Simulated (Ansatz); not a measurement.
C2H3B (`B1C=C1`), relaxed with RKS PBE-D4/def2-SVP in the Gaussian-basis code of Ansatz from a rough embedded geometry. The force threshold is 0.03 eV/Å; the program also tests the step.

Total charge 0; spin multiplicity 1.

Start:

```xyz
6

B     0.073    0.566   -0.599
C    -0.568    0.060    0.589
C     0.528   -0.618    0.031
H     0.089    1.308   -1.496
H    -1.340    0.165    1.367
H     1.218   -1.480    0.108
```

```tsv
step	energy (eV)	largest force (eV/Å)	largest move (Å)
1	-2790.8280	2.440	0.000
2	-2791.0590	1.008	0.078
3	-2791.1188	0.494	0.082
4	-2791.1244	0.170	0.036
5	-2791.1251	0.011	0.005
```

End:

```xyz
6

B     0.050    0.610   -0.687
C    -0.552    0.073    0.562
C     0.509   -0.604    0.037
H     0.114    1.407   -1.585
H    -1.238    0.009    1.419
H     1.116   -1.495    0.255
```

Run time 2.5 s (2 threads of an Arm Neoverse V2 on a shared host); peak host memory 0.1 GiB.
